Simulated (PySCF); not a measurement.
Gas-phase thermal properties of CH3SiF3

Computed with PySCF (xtb for GFN2) and rigid-rotor harmonic-oscillator thermochemistry at 1 bar. 6-31G* has spherical d functions here. All species are closed-shell singlets. B3LYP is the form with VWN-RPA correlation. The harmonic model lacks anharmonicity and excited electronic states, which grow with temperature; levels with a mode under 35 cm⁻¹ are left out. Internal rotation in CH3SiF3 is treated as a harmonic vibration of one conformer, which makes the entropy rough.

| level | point group | σ | ZPE (kJ/mol) | S°298 (J/mol/K) | Cp298 (J/mol/K) | S°1000 (J/mol/K) | H1000 − H298 (kJ/mol) |
|---|---|---|---|---|---|---|---|
| B3LYP/6-31G* | C3v | 3 | 122.7 | 315.5 | 91.7 | 462.9 | 89.5 |
| GFN2-xTB | C3v | 3 | 117.9 | 332.1 | 94.9 | 481.8 | 90.7 |
| HF/6-31G* | C3v | 3 | 129.8 | 312.2 | 88.6 | 455.9 | 87.4 |
| PBE/def2-SVP | C3v | 3 | 117.4 | 320.4 | 94.5 | 471.2 | 91.4 |
| PBE0/def2-TZVP | C3v | 3 | 121.5 | 315.2 | 92.2 | 463.6 | 90.1 |
σ: rotational symmetry number. Electronic degeneracy used: 1. Frequencies are unscaled.
